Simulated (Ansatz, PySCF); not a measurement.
System: O2, net charge 0, triplet state. SMILES: O=O
Geometry: optimised at B3LYP-D3(BJ)/def2-TZVP (Ansatz, an electronic-structure program).

Unscaled harmonic wavenumbers (cm⁻¹) in rising order, each level at the stationary point that it reaches from this structure (no distance between atoms moves by over 0.3 Å); the order of modes can differ between levels, and a negative number is imaginary. B3LYP-D3(BJ)/def2-TZVP (PySCF, at the structure above): 1637.

HF/3-21G (Ansatz): 841. Zero-point energy 1.2 against 2.3 kcal/mol; where all levels lie over 400 cm⁻¹, the wavenumbers are on average 0.514 times those of B3LYP-D3(BJ)/def2-TZVP.

HF/6-31G* (Ansatz): 1998. Zero-point energy 2.9 against 2.3 kcal/mol; where all levels lie over 400 cm⁻¹, the wavenumbers are on average 1.221 times those of B3LYP-D3(BJ)/def2-TZVP.

B3LYP/6-31G* (Ansatz): 1659. Zero-point energy 2.4 against 2.3 kcal/mol; where all levels lie over 400 cm⁻¹, the wavenumbers are on average 1.014 times those of B3LYP-D3(BJ)/def2-TZVP.
